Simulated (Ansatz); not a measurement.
**Correlation methods on CN, doublet**

Calculated in Ansatz's Gaussian-basis code; BCCD by scripts on PySCF. Settings: STO-3G; 2 core orbitals frozen; no relativity. Perturbation and coupled-cluster methods stand on the Hartree–Fock determinant that coupled cluster favours; RHF here means ROHF, with semicanonical perturbation theory. The state met can change along the bond. A minimal or small basis: far from the basis limit. The unrestricted determinant is a mixture of spins, so it may stand for another state.

Correlation energy of CCSD(T), then each method's total less that of CCSD(T), in eV:

```json
{"case": "1.172 Å RHF", "E corr CCSD(T)": "-4.681", "CCSD": "+0.063", "BCCD": "+0.133", "BCCD(T)": "-0.005", "determinant": "–"}
{"case": "1.172 Å UHF", "E corr CCSD(T)": "-4.045", "CCSD": "+0.021", "BCCD": "+0.138", "BCCD(T)": "+0.014", "determinant": "⟨S²⟩ = 1.274"}
{"case": "1.934 Å UHF", "E corr CCSD(T)": "-1.644", "CCSD": "+0.031", "BCCD": "+0.086", "BCCD(T)": "+0.022", "determinant": "⟨S²⟩ = 2.486"}
{"case": "2.578 Å UHF", "E corr CCSD(T)": "-0.644", "CCSD": "+0.001", "BCCD": "+0.075", "BCCD(T)": "+0.072", "determinant": "⟨S²⟩ = 2.711"}
{"case": "3.282 Å RHF", "E corr CCSD(T)": "-2.523", "CCSD": "+0.001", "BCCD": "–", "BCCD(T)": "–", "determinant": "0.07 eV over the lowest such Hartree–Fock solution met"}
{"case": "3.282 Å UHF", "E corr CCSD(T)": "-0.556", "CCSD": "0.000", "BCCD": "–", "BCCD(T)": "–", "determinant": "⟨S²⟩ = 2.748"}
```

Q: How far does full CI lie from CCSD(T) in each case, and where is CCSD(T) within 1 kcal/mol (0.043 eV)?

A: 1.172 Å RHF: -0.095 eV (outside); 1.172 Å UHF: -0.078 eV (outside, spin-contaminated determinant); 1.934 Å UHF: -0.072 eV (outside, spin-contaminated determinant); 2.578 Å UHF: -0.014 eV (within, spin-contaminated determinant); 3.282 Å RHF: -5.479 eV (outside, other state); 3.282 Å UHF: -0.001 eV (within, spin-contaminated determinant).

Q: Which method comes nearest to full CI in total energy for 1.172 Å UHF?

A: CCSD(T), 0.078 eV away; next BCCD(T) (0.092 eV), last BCCD (0.216 eV).

Several Brueckner solutions were met. Coupled cluster and full CI may stand on different states here.
